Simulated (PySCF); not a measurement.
Species: H5NSi.
Atom-mapped SMILES: `[NH2:1][SiH3:2]` (hydrogens: H3, H4 on N1; H5, H6, H7 on Si2)

Computed geometry: GFN2-xTB, gas phase.

Q: List the bond lengths and angles at this level.

A: 
| bond | length (Å) | order |
| --- | --- | --- |
| N1–Si2 | 1.723 | single |
| N1–H3, N1–H4 | 1.008 | single |
| Si2–H5, Si2–H6 | 1.461 | single |
| Si2–H7 | 1.472 | single |

Bonds in one row agree within 0.01 Å and their mean is given. Orders are formal, as drawn. A selection of angles:
| angle | degrees |
| --- | --- |
| Si2–N1–H3 | 118.6 |
| H3–N1–H4 | 109.4 |
| N1–Si2–H5 | 104.9 |
| N1–Si2–H7 | 115.3 |
| H5–Si2–H6 | 113.3 |
| H5–Si2–H7 | 109.2 |

N1 (silicon-bound nitrogen) is pyramidal (angles 118.6°, 118.6° and 109.4°, sum 346.7°, 0.25 Å off the plane of its three neighbours). Si2 (SiH3 silicon) is distorted tetrahedral (angles from 104.9° to 115.3°).

Point group: Cs (tolerance 0.08 Å). No GFN2-xTB frequencies stand behind this structure, so it isn't proved a minimum.
